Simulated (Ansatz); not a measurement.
# CHSi (doublet): the correlation ladder at distance Si1–C2 = 1.536 Å, 6-31G

Aim: climb from Hartree-Fock through coupled cluster and multireference methods for CHSi (doublet) at one geometry and basis, and see what each rung misses.

Program: Ansatz 0.2.0, Gaussian basis. Level of theory: 6-31G, core rule «outside noble gas», up to 6 orbitals frozen. These are calculated values, not measurements.

To be run: UHF; CCSD(T) on ROHF; CCSD(T) on UHF; BCCD(T) on ROHF; CISD; CCSDT(Q) on ROHF; CCSDT(Q) on UHF; CCSDTQ on ROHF; CASSCF and MRCISD+Q, 3 electrons in 3 orbitals; CASSCF and NEVPT2, 3 electrons in 3 orbitals; CASSCF and MRCISD+Q, 9 electrons in 9 orbitals; CASSCF and NEVPT2, 9 electrons in 9 orbitals; Full CI.

24 further runs of the same task are left out: 1 for a mislabelled method, 5 for a known fault of the program, 16 that didn't finish, 2 set aside as unsound or not needed.

**1. The system**

The geometry derives from a PBE0/def2-TZVP stationary point (not a proven minimum). One bond is set to the value named and the two fragments are kept rigid.

3 atoms, charge 0, spin multiplicity 2.

Atoms are counted from 1 here; the program's logs count them from 0.

Bond lengths: Si1–C2 1.536 Å, C2–H3 1.079 Å. Angles: Si1–C2–H3 180.0°.

**2. UHF**

in.yaml reads:

```yaml
crystal:
  periodic: [false, false, false]
  atoms:
    - {symbol: Si, position_ang: [0.000000, 0.000000, 1.383808]}
    - {symbol: C, position_ang: [0.000000, 0.000000, -0.152192]}
    - {symbol: H, position_ang: [0.000000, 0.000000, -1.231615]}
basis:
  gaussian: {orbitals: 6-31G}
magnetization: {spin_polarized: true, initial_magnetization: 1}
hamiltonian: {xc: hf}
output: {orbitals: {seedname: orbitals}}
```

Run with:

```sh
$ ansatz run in.yaml --threads 1 --pin off --events-out ev --progress --plain --max-ram 2393MiB
```

After this run come: CCSD(T) on ROHF; CCSD(T) on UHF; BCCD(T) on ROHF; CISD; CCSDT(Q) on ROHF; CCSDT(Q) on UHF; CCSDTQ on ROHF; CASSCF and MRCISD+Q, 3 electrons in 3 orbitals; CASSCF and NEVPT2, 3 electrons in 3 orbitals; CASSCF and MRCISD+Q, 9 electrons in 9 orbitals; CASSCF and NEVPT2, 9 electrons in 9 orbitals; Full CI.

**Question.** What will the summary of the whole plan be? Wanted: FCI below the RHF energy; RMP2 from FCI; UMP2 from FCI; RCCSD from FCI; RCCSD(T) from FCI; UCCSD(T) from FCI; RCCSDT(Q) from FCI; UCCSDT(Q) from FCI; NEVPT2 pair from FCI.

**Answer**, as computed:

| quantity | value |
| --- | --- |
| FCI below the RHF energy | -3.7751 eV |
| RMP2 from FCI | +66.4 kJ/mol |
| UMP2 from FCI | +76.9 kJ/mol |
| RCCSD from FCI | +14.2 kJ/mol |
| RCCSD(T) from FCI | +3.4 kJ/mol |
| UCCSD(T) from FCI | +3.5 kJ/mol |
| RCCSDT(Q) from FCI | +0.2 kJ/mol |
| UCCSDT(Q) from FCI | +0.1 kJ/mol |
| NEVPT2 pair from FCI | +62.2 kJ/mol |
| MRCISD+Q pair from FCI | +5.0 kJ/mol |
| NEVPT2 valence from FCI | +29.3 kJ/mol |
| levels within 1 kcal/mol (43 meV) | RCCSD(T), UCCSD(T), BCCD(T), RCCSDT, UCCSDT, RCCSDT(Q), UCCSDT(Q), RCCSDTQ, MRCISD+Q valence |
| T1 diagnostic | 0.021 |
| effectively unpaired electrons | 1.09 |

RCCSD(T) misses by +3.4 kJ/mol, 0.9 % of the correlation energy. One determinant dominates. Of the multireference levels listed MRCISD+Q valence comes nearest in total energy (+1.8 kJ/mol), which doesn't show that its space is the better one. These misses are within one basis, not against nature; the frozen cores of restricted and unrestricted runs differ, which can shift their rows.
